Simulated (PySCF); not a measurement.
Phosphaethyne, CHP.
SMILES with atom numbers: `[CH:1]#[P:2]` (hydrogens: H3 on C1)

Structure used (PBE0-D3(BJ)/def2-TZVP), in Å, numbered top down from 1:
```xyz
3
CHP angstrom
C     -0.1424    0.0196    0.0222
P      1.3075    0.4164   -0.2650
H     -1.1591   -0.2592    0.2236
```

Theory: PBE0-D3(BJ)/def2-TZVP geometry optimisation, gas phase in PySCF.

Masses are those of the commonest isotopes; rigid-rotor values at the optimised geometry. 

Problem. What are the moment of inertia and the rotational constant?

Solution. I = 24.922 u·Å², B = 505379 MHz·u·Å²/I = 20279 MHz (0.6764 cm⁻¹, or 0.973 K as hB/k).

Problem. List the first levels of a rigid rotor in a Σ state.

Solution. E(J) = BJ(J+1): J = 1: 1.353, J = 2: 4.059, J = 3: 8.117, J = 4: 13.529, J = 5: 20.293, J = 6: 28.410 cm⁻¹.

Problem. Where do the first rotational lines fall?

Solution. The dipole is 0.39 D; J+1 ← J lies at 2B(J+1): 1 ← 0 at 40.56 GHz, 2 ← 1 at 81.12 GHz, 3 ← 2 at 121.67 GHz, 4 ← 3 at 162.23 GHz, 5 ← 4 at 202.79 GHz, 6 ← 5 at 243.35 GHz.

Problem. Estimate the classical rotational partition function at 25 K, 200 K and 298.15 K.

Solution. Point group C∞v, symmetry number σ = 1; q = kT/(σhB), k/h = 20836.6 MHz/K: 25.7 at 25 K, 206 at 200 K, 306 at 298.15 K.

Stationary, but not proved a minimum. These are rigid-rotor constants of the computed structure; measured ground-state constants (B0) also hold zero-point vibration.
